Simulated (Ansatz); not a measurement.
[BH4]- (BH4⁻). Total charge -1; singlet. Geometry PBE0-D4/def2-TZVPD, basis def2-TZVPD, Ansatz.

| run | HOMO (eV) | LUMO (eV) |
| --- | --- | --- |
| A | -4.42 | 5.03 |
| B | -2.12 | 4.76 |
| C | -1.52 | 3.94 |
| D | -4.77 | 4.94 |
| E | -1.93 | 4.16 |
| F | -0.93 | 4.74 |

LC-ωPBE has ω = 0.4 bohr⁻¹. HSE06 is defined as in plane-wave codes, on full-range PBE exchange.

Task: The runs used HSE06, LC-ωPBE, PBE0, r2SCAN, r2SCAN0, ωB97X-V. Estimate which is which.

Result: A ωB97X-V (range-separated); B r2SCAN0 (25 % exact exchange); C HSE06 (range-separated); D LC-ωPBE (range-separated); E PBE0 (25 % exact exchange); F r2SCAN (0 % exact exchange). Exact exchange lowers occupied and raises empty levels; among semilocal functionals meta-GGAs tend to open the gap a little, and such runs are hard to tell apart. The gap grows from 5.46 eV (HSE06) to 9.71 eV (LC-ωPBE).
